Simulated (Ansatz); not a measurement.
# HF (hydrogen fluoride): RPA@PBE0/cc-pVTZ

Aim: the energy change on altering one bond length of HF (hydrogen fluoride) at RPA@PBE0/cc-pVTZ, from 2 runs. 

The calculation is run with Ansatz 0.2.0.

37 further runs of the same task are left out: 37 set aside as unsound or not needed.

## 1. The molecule

The species is HF (2 atoms), meant as a singlet with charge 0. As SMILES, `F`. Geometry: relaxed at PBE0-D4/def2-TZVP.

Bond lengths: F1–H2 0.920 Å.

## 2. A single-point energy at RPA@PBE0/cc-pVTZ

in.yaml reads:

```yaml
crystal:
  periodic: [false, false, false]
  atoms:
    - {symbol: F, position_ang: [-0.390000, 0.144600, -0.196400]}
    - {symbol: H, position_ang: [0.390000, -0.144600, 0.196400]}
basis:
  gaussian: {orbitals: cc-pVTZ}
hamiltonian: {xc: pbe0}
correlation: {method: rpa, frozen_orbitals: {F: 1, H: 0}}
accuracy: high
```

Run with:

```
$ ansatz run in.yaml --threads 1 --pin off --max-ram 3480MiB --events-out events.jsonl --progress --plain --runs-dir runs
```

Log:

```text
Warning: RAYON_NUM_THREADS=1 ignored (pool sized by the plan → 1); use --threads N
Functional definition: PBE0
  name "PBE0"
  parameter a = 0.25
  parameter kappa = 0.804
  parameter beta = 0.06672455060314922
  exchange = (1 - a)*pbe_x(kappa = kappa, mu = beta*pi^2/3) + a*exact_x
  correlation = pbe_c(beta = beta)
585 factors; integrals over basis functions are off by at most 3.6e-9 eV
mean field evaluation 1: about -2730.3043 eV, gradient 3.1e1 eV
mean field evaluation 2: about -2730.3046 eV, gradient 3.1e1 eV
mean field evaluation 4: about -2731.6230 eV, gradient 4.8e-1 eV
mean field evaluation 8: about -2731.6227 eV, gradient 2.0e-3 eV
mean field evaluation 16: about -2731.6227 eV, gradient 2.7e-8 eV
mean field -2731.62268826 eV, -100.3852822331 hartree, gradient 2.7e-8 eV, S^2 0.000000; 0 other end points of the search recorded, 0 dependent functions left out
1 core orbitals not correlated: weight in the atoms' cores, before any rotation towards them, 1.000 or more for the frozen orbitals, at most 0.000 for the correlated occupied ones
reference -2722.60970975 eV, -100.0540613823 hartree; 4, 4 occupied and 39, 39 virtual orbitals, 585 factors
Total energy: -2732.87768262 eV, -100.4314024251 hartree
```

It took 0.87 s on 1 thread of Arm Neoverse V1, shared host; peak memory 0.096 GiB.

## 3. The distorted shape at the same level

job.yaml reads:

```yaml
crystal:
  periodic: [false, false, false]
  atoms:
    - symbol: F
      position_ang: [-0.507038, 0.187994, -0.255339]
    - symbol: H
      position_ang: [0.390000, -0.144600, 0.196400]
basis:
  gaussian:
    orbitals: cc-pVTZ
correlation:
  method: rpa
  frozen_orbitals: {F: 1, H: 0}
accuracy: high
hamiltonian:
  xc: {name: PBE0}
```

Run with:

```
$ ansatz run job.yaml --threads 1 --pin off --max-ram 3480MiB --events-out events.jsonl --progress --plain --runs-dir runs
```

Log (excerpt; [...] marks lines left out):

```text
Warning: RAYON_NUM_THREADS=1 ignored (pool sized by the plan → 1); use --threads N
Functional definition: PBE0
  name "PBE0"
[...]
586 factors; integrals over basis functions are off by at most 3.2e-9 eV
[...]
mean field -2731.18757672 eV, -100.3692921789 hartree, gradient 8.3e-9 eV, S^2 0.000000; 0 other end points of the search recorded, 0 dependent functions left out
1 core orbitals not correlated: weight in the atoms' cores, before any rotation towards them, 1.000 or more for the frozen orbitals, at most 0.000 for the correlated occupied ones
reference -2721.97579566 eV, -100.0307654692 hartree; 4, 4 occupied and 39, 39 virtual orbitals, 586 factors
Total energy: -2732.44400336 eV, -100.4154650065 hartree
```

It took 0.87 s on 1 thread of Arm Neoverse V1, shared host; peak memory 0.096 GiB.

## 4. Summary of results

At RPA@PBE0/cc-pVTZ, 1 core orbital frozen:

| quantity | value |
| --- | --- |
| first shape: total energy | -100.43140 Eh |
| first shape: RPA correlation energy (valence) | -377.3 mEh |
| distorted shape: total energy | -100.41547 Eh |
| distorted shape: RPA correlation energy (valence) | -384.7 mEh |
| energy change with the F1–H2 bond stretched from 0.920 to 1.058 Å | 0.434 eV |

**Reading.** With the F1–H2 bond stretched from 0.920 to 1.058 Å the energy rises by 0.43 eV (10.0 kcal/mol). The first shape isn't relaxed at this level, so the change isn't measured from a minimum.
